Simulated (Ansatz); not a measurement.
I need a rigid scan of one bond length of C2H6OS, SMILES CS(C)=O. Use Ansatz 0.2.0, Python API. Settings (for the species named): PBE0, def2-SVP basis, multiplicity 1.

```xyz
10

C    -0.5013    0.9741   -0.6998
S     0.3445   -0.5494   -0.8362
C     0.6523   -0.7015    0.9214
O    -0.5715   -1.5982   -1.2046
H    -0.8925    1.2951   -1.7266
H    -1.4114    0.9197   -0.0509
H     0.1451    1.7953   -0.3231
H    -0.2150   -0.6936    1.4878
H     1.3141    0.1480    1.3047
H     1.2189   -1.6407    1.1303
```

`run_scan.py`
```python
"""Potential curve of C2H6OS along one bond."""

import ansatz as az
from ase import Atoms
import numpy as np

SETTINGS = {
    "basis_set": "def2-SVP",
    "xc": "PBE0",
}


def main() -> None:
    atoms = Atoms(["C", "S", "C", "O", "H", "H", "H", "H", "H", "H"], positions=[
        (-0.5013, 0.9741, -0.6998),
        (0.3445, -0.5494, -0.8362),
        (0.6523, -0.7015, 0.9214),
        (-0.5715, -1.5982, -1.2046),
        (-0.8925, 1.2951, -1.7266),
        (-1.4114, 0.9197, -0.0509),
        (0.1451, 1.7953, -0.3231),
        (-0.215, -0.6936, 1.4878),
        (1.3141, 0.148, 1.3047),
        (1.2189, -1.6407, 1.1303),
    ])
    molecule = az.Crystal.molecule_from_ase(atoms)

    symbols = [site.symbol for site in molecule.cartesian_sites]
    start = np.array([site.position_ang for site in molecule.cartesian_sites])
    axis = (start[4] - start[0]) / np.linalg.norm(start[4] - start[0])
    moving = [4]
    lengths, energies = [1.007, 1.053, 1.099, 1.145, 1.191, 1.236, 1.282, 1.351], []
    for length in lengths:
        xyz = start.copy()
        xyz[moving] += (length - np.linalg.norm(start[4] - start[0])) * axis
        point = az.Crystal.molecule()
        for symbol, place in zip(symbols, xyz):
            point = point.atom(symbol, place.tolist())
        calculation = point.calculation()
        calculation = calculation.basis(gaussian=SETTINGS["basis_set"])
        calculation = calculation.functional(SETTINGS["xc"])
        rep = calculation.run().report
        energies.append(rep["free_energy_ev"])
        print(f"r = {length:6.3f} A  E = {energies[-1]:.5f} eV  <S^2> = {abs(rep['mean_field']['state']['spin_squared']):.3f}")

    # quartic fit about the minimum
    fit = np.polynomial.Polynomial.fit(lengths, np.array(energies) - min(energies), 4).convert()
    roots = [r.real for r in fit.deriv().roots() if abs(r.imag) < 1e-9 and fit.deriv(2)(r.real) > 0]
    r_e = min(roots, key=lambda r: abs(r - lengths[int(np.argmin(energies))]))
    print(f"minimum of the fit at {r_e:.4f} A, force constant {fit.deriv(2)(r_e):.2f} eV/A^2")


if __name__ == "__main__":
    main()
```

```console
$ python run_scan.py
r =  1.007 A  E = -15037.10775 eV  <S^2> = 0.000
r =  1.053 A  E = -15037.24468 eV  <S^2> = 0.000
r =  1.099 A  E = -15037.28756 eV  <S^2> = 0.000
r =  1.145 A  E = -15037.25789 eV  <S^2> = 0.000
r =  1.191 A  E = -15037.17263 eV  <S^2> = 0.000
r =  1.236 A  E = -15037.04834 eV  <S^2> = 0.000
r =  1.282 A  E = -15036.88992 eV  <S^2> = 0.000
r =  1.351 A  E = -15036.61053 eV  <S^2> = 0.000
minimum of the fit at 1.1014 A, force constant 33.93 eV/A^2
```

Total energies depend on the basis set; only differences at equal settings carry meaning. The rest of the molecule is held rigid at a force-field or estimated start geometry, and the basis set is modest; single-reference methods fail as a bond breaks. The orbitals are restricted, so S² is zero by construction. Timing: 24 s on 1 thread of Intel(R) Xeon(R) Processor @ 2.70GHz, on a shared host, peak memory 0.25 GiB.

(Lines on the test bed's own set-up are left out of the output.)
